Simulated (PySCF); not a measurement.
Geometry:
```csv
atom,x (Å),y (Å),z (Å)
C1,0.785,-0.129,0.035
C2,-0.692,0.113,-0.031
F3,-1.177,-0.129,-1.254
F4,-0.996,1.379,0.275
F5,-1.359,-0.673,0.823
H6,0.998,-1.174,-0.224
H7,1.145,0.077,1.051
H8,1.296,0.535,-0.674
```

How the numbers were obtained: structure optimised with PBE0-D3(BJ)/def2-SVP, couplings computed with B3LYP/pcJ-1, shielding tensors at HF/pcSseg-2 (GIAO), in PySCF 2.14 (a single conformation, no solvent, fast rotation and ring inversion assumed for equivalent nuclei, relativity neglected).

Q: List the cross peaks expected in HSQC, COSY and HMBC spectra.

A: 

HSQC (one-bond C–H):
| δH | δC | ¹J(C,H) (Hz) |
| --- | --- | --- |
| 1.72 (H6/H7/H8) | 22.1 (C1) | 137 |

HMBC (two and three bonds, |J| ≥ 2.5 Hz):
| δH | δC [abs. J in Hz] |
| --- | --- |
| 1.72 (H6/H7/H8) | 117.9 (C2) [5.7] |

No COSY cross peaks are expected.

Scale: ¹H, ¹³C vs TMS (reference shieldings calculated alike).

Common functionals overestimate the size of one-bond C–F couplings by tens of Hz; these are unscaled. Shifts are as computed, not scaled to solution data. Of 1211 compounds with measured shifts, 218 miss one by over three times the rms of a fit or turn the order of signals round; such compounds aren't used in these exercises.
